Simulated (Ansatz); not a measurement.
in.yaml

```yaml
crystal:
  periodic: [false, false, false]
  atoms:
    - {symbol: F, position_ang: [0.000000, 0.000000, 0.000000]}
    - {symbol: S, position_ang: [0.000000, 0.000000, 2.081000]}
basis:
  gaussian: {orbitals: def2-mTZVP}
total_charge: 1
magnetization: {spin_polarized: false, initial_magnetization: 2}
hamiltonian: {xc: hf}
output: {orbitals: {seedname: orbitals}}
```

```sh
$ ansatz run in.yaml --threads 1 --pin off --events-out ev --progress --plain --max-ram 2393MiB
```

Question: Roughly how long does this take on 1 thread of Arm Neoverse V1, shared host, and how much host memory?

Answer: 0.54 s wall and 0.14 GiB.

```
338 factors; integrals over basis functions are off by at most 1.0e-3 eV
mean field evaluation 1: about -13498.4912 eV, gradient 7.3e1 eV
mean field evaluation 2: about -13498.4939 eV, gradient 7.3e1 eV
mean field evaluation 4: about -13505.6357 eV, gradient 4.1e1 eV
mean field evaluation 8: about -13510.1604 eV, gradient 6.1e-1 eV
mean field evaluation 16: about -13495.5744 eV, gradient 4.3e1 eV
mean field evaluation 32: about -13508.1882 eV, gradient 2.6e-1 eV
mean field evaluation 64: about -13506.4022 eV, gradient 1.4e1 eV
mean field evaluation 96: about -13508.0001 eV, gradient 2.8e0 eV
mean field -13510.16001609 eV, -496.4892230761 hartree, gradient 2.3e-5 eV, S^2 2.000000; 4 other end points of the search recorded, 0 dependent functions left out
reference -13510.16001609 eV, -496.4892230761 hartree; 13, 11 occupied and 28, 30 virtual orbitals, 338 factors
Total energy: -13510.16001609 eV, -496.4892230761 hartree
```
